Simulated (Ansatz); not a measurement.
Multireference treatment of SO₂, singlet

Computed with Ansatz's Gaussian-basis code (development build). Basis aug-cc-pV(T+d)Z on S, aug-cc-pVTZ on O, nonrelativistic, 7 orbitals frozen in the corrections. State-specific CASSCF; RHF is the lowest restricted (open-shell) Hartree–Fock solution met. Solutions may break the symmetry of the shape. The lowest solution met needn't be the lowest there is, nor hold the orbitals that a chemist would pick.

Geometry:

```xyz
3

S     0.0000    0.0000    0.0000
O     0.0000    1.2370    0.7214
O     0.0000   -1.2370    0.7214
```

(1) What do CASSCF and its corrections give against RHF in CAS(12,9), and what are the occupations?

(2) Roughly how much CPU time does a whole run from the default start take (median of such runs, summed over threads; nearly all runs on one pinned thread of a shared server, mostly Xeon at 2.3 to 2.6 GHz, by a development driver)?

Results:

(1) CASSCF -3.410 eV, SC-NEVPT2 -17.257 eV; occupations 1.99, 1.99, 1.98, 1.97, 1.97, 1.94, 0.08, 0.04, 0.03.

(2) CAS(12,9): about 89 s. Other jobs ran beside these, and the count of passes differs.
